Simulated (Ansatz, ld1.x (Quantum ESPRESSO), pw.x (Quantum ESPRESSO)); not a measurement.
**pw.x on diamond Rb: one setting changed**

Potential: norm-conserving Troullier–Martins (Kleinman–Bylander form), ld1.x (Quantum ESPRESSO) 7.5, LDA (PW92); core [Kr], reference 4d0 5s0.5 5p0.5; waves: 5p (bound): rc 4.20 bohr; 4d (bound, empty): rc 4.20 bohr; 5s (bound): rc 4.20 bohr; local part: the s channel; core correction: Bessel-smoothed model core inside 3.40 bohr.

The reference run (k-mesh 8³, cutoffs 50/200 Ry, Fermi–Dirac 0.01 Ry, mixing_beta 0.4, conv_thr 1e-9, no spin) gives -0.01 GPa at 119.317 Å³/atom, where all-electron LAPW gives -0.00 GPa. This run, with its own iteration cap, changes smearing to box, a wrong or extreme entry chosen on purpose.

```
&control
  calculation='scf', prefix='x', pseudo_dir='./', outdir='./tmp', tstress=.true., disk_io='none'
/
&system
  ibrav=0, nat=2, ntyp=1, ecutwfc=50, ecutrho=200, nbnd=8,
  occupations='smearing', smearing='box', degauss=0.01
/
&electrons
  conv_thr=1e-09, mixing_beta=0.4, electron_maxstep=70
/
ATOMIC_SPECIES
Rb 1.0 Rb.UPF
CELL_PARAMETERS angstrom
  0.00000000 4.92304843 4.92304843
  4.92304843 0.00000000 4.92304843
  4.92304843 4.92304843 0.00000000
ATOMIC_POSITIONS crystal
Rb 0.0000 0.0000 0.0000
Rb 0.2500 0.2500 0.2500
K_POINTS automatic
8 8 8 0 0 0
```

```bash
pw.x < Rb.scf.in > Rb.scf.out
```

Q: How does the run end?

A: It stops with "set_occupations: smearing box unknown".

```
Error in routine  set_occupations (1):
      smearing box unknown
```
